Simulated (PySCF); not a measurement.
# C4H5FO: the cost of one run

Programs: PySCF 2.14.0, with density-fitted response routines of our own. Each step states its level of theory. These are calculated values for one molecule, in the gas phase or a continuum, unless marked as measured. Atoms are numbered from 0 throughout.

### Step 1. The starting structure

11 atoms, charge 0, multiplicity 1; geometry from: GFN2-xTB. The atoms were then displaced at random by about 0.01 Å, so the start is not that level's minimum.

Bonds of the start (Å): O0–C1 1.19, C1–F2 1.36, C1–C3 1.42, C3–C4 1.55, C4–C5 1.49, C5–C3 1.54, C3–H6 1.09, C4–H7 1.06, C4–H8 1.05, C5–H9 1.08, C5–H10 1.07.

### Step 2. Geometry optimisation at PBE0-D3(BJ)/def2-SVP

The job: settings as JSON, then the geometry in Å.

```
{"job": {"xc": "PBE0", "basis": "def2-SVP", "d3": "d3bj", "grid": 1, "shake": 0.01, "kind": "geom"}, "charge": 0, "multiplicity": 1}
O      2.002900    -0.353740    -0.908310
C      1.517410    -0.037080     0.133990
F      2.348170     0.200870     1.181710
C      0.162650     0.140780     0.537920
C     -0.901850    -0.763140    -0.130890
C     -0.838060     0.678890    -0.500710
H     -0.000500     0.416380     1.576670
H     -1.697200    -1.099140     0.491460
H     -0.526490    -1.478880    -0.804330
H     -1.604150     1.345800    -0.141390
H     -0.424750     0.923430    -1.451790
```

Run with:

```bash
OMP_NUM_THREADS=1 python probes_run.py task.json out
```

The driver reads the jobs from task.json and runs them one after another.

**Question.** How long does this first job take on 1 thread of Arm Neoverse V2, shared host, and how much memory does it need?

About 35 s, with a peak of 0.46 GiB.
